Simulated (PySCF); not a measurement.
## HSiO + F₂ → SiOF + HF

Level: PBE0 in the def2-TZVP basis family, all electrons, no relativity, computed in PySCF with density fitting; open shells unrestricted.

```tsv
species	state and structure	E (Eh)	ZPE (kJ/mol)	H(298 K) − H(0) (kJ/mol)	S° (J/(mol K))
HSiO	doublet, Cs, Si–H 1.528 Å, Si–O 1.523 Å; H–Si–O 118.8°	-365.10377	22.5	10.3	241.7
F₂	singlet, D∞h, F–F 1.376 Å	-199.40856	6.6	8.7	201.9
SiOF	doublet, Cs, Si–F 1.587 Å, Si–O 1.520 Å; F–Si–O 126.9°	-464.37234	14.2	11.2	265.3
HF	singlet, C∞v, H–F 0.920 Å	-100.39188	24.9	8.7	173.6
```

What is the electronic reaction energy?

At PBE0/def2-TZVP, ΔE = -661.3 kJ/mol from the differences of the total energies times 2625.5, downhill. 

Add zero-point, thermal and entropy terms for 298.15 K and 1 bar.

ΔZPE = 10.0 and Δ[H(298) − H(0)] = 0.9 kJ/mol give ΔH° = -650.4 kJ/mol. ΔS° = -4.7 J/(mol K), so ΔG° = -650.4 − 298.15 × (-0.0047) = -649 kJ/mol.

Each species is the lowest minimum found with this bonding; other isomers or fragments can lie lower.
